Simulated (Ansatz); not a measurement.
# AlO+ (triplet): from Hartree-Fock to the top rungs, cc-pVDZ

An exercise on one series of results from a longer session: the logs are not shown, and one member is left open.

Computed with Ansatz 0.2.0, Gaussian basis. Level: cc-pVDZ, core rule «outside noble gas», up to 6 orbitals frozen.

To be run: UHF; CCSD(T) on ROHF; CCSD(T) on UHF; BCCD(T) on ROHF; CISD; CCSDT(Q) on ROHF; CCSDT(Q) on UHF; CISDTQ; CCSDTQ on ROHF; CCSDTQ on UHF; Full CI.

10 further runs of the same task are left out: 4 for a known fault of the program, 6 set aside as unsound or not needed.

## What is computed

The geometry is a PBE0/def2-TZVP stationary point (not a proven minimum) of the parent state, kept for this charge and spin.

2 atoms, charge 1, spin multiplicity 3.

Atoms are counted from 1 here; the program's logs count them from 0.

Bond lengths: Al1–O2 1.620 Å.

Geometry (Å):

```
Al    0.00000    0.00000    0.00000
O     0.00000    0.00000    1.62000
```

The first run:

in.yaml reads:

```yaml
crystal:
  periodic: [false, false, false]
  atoms:
    - {symbol: Al, position_ang: [0.000000, 0.000000, 0.000000]}
    - {symbol: O, position_ang: [0.000000, 0.000000, 1.620001]}
basis:
  gaussian: {orbitals: cc-pVDZ}
total_charge: 1
magnetization: {spin_polarized: true, initial_magnetization: 2}
hamiltonian: {xc: hf}
output: {orbitals: {seedname: orbitals}}
```

Run with:

```
$ ansatz run in.yaml --threads 1 --pin off --events-out ev --progress --plain --max-ram 3072MiB --backend cpu
```

Steps of the session up to this table: UHF; CCSD(T) on ROHF; CCSD(T) on UHF; BCCD(T) on ROHF; CISD; CCSDT(Q) on ROHF; CCSDT(Q) on UHF; CISDTQ; CCSDTQ on ROHF; CCSDTQ on UHF; Full CI.

One of the session's tables, all rows but one given; the rest of the session is left out.

It belongs to the step «Misses and costs». 

| method | from FCI (meV) |
| --- | --- |
| ROHF | +5035.6 |
| UHF | ? |
| RMP2 | +535.4 |
| UMP2 | +530.2 |
| CISD | +316.5 |
| RCCSD | +148.2 |
| UCCSD | +143.8 |
| RCCSD(T) | +28.9 |
| UCCSD(T) | +28.0 |
| BCCD(T) | +30.8 |
| RCCSDT | +10.0 |
| UCCSDT | +8.6 |
| CISDTQ | +7.9 |
| RCCSDT(Q) | +0.6 |
| UCCSDT(Q) | -4.1 |
| RCCSDTQ | -0.6 |
| UCCSDTQ | -1.9 |
| FCI | 0 |

Q: Estimate the row for UHF from the others.

The run gave: from FCI (meV): +4914.3. In the column «from FCI (meV)» it lies between RMP2 (+535.4) and ROHF (+5035.6).

Limits of these values: UCCSDT(Q) falls below full CI: unrestricted runs freeze a spin-polarised core, another one than full CI's, and coupled cluster isn't variational. Levels on UHF freeze UHF's core orbitals, full CI those of ROHF, so the U rows can settle a little off it for that reason alone. Restricted and unrestricted rows rest on different reference determinants; where their highest levels disagree by more than a few hundredths of an eV, they describe different states and don't form one ladder.
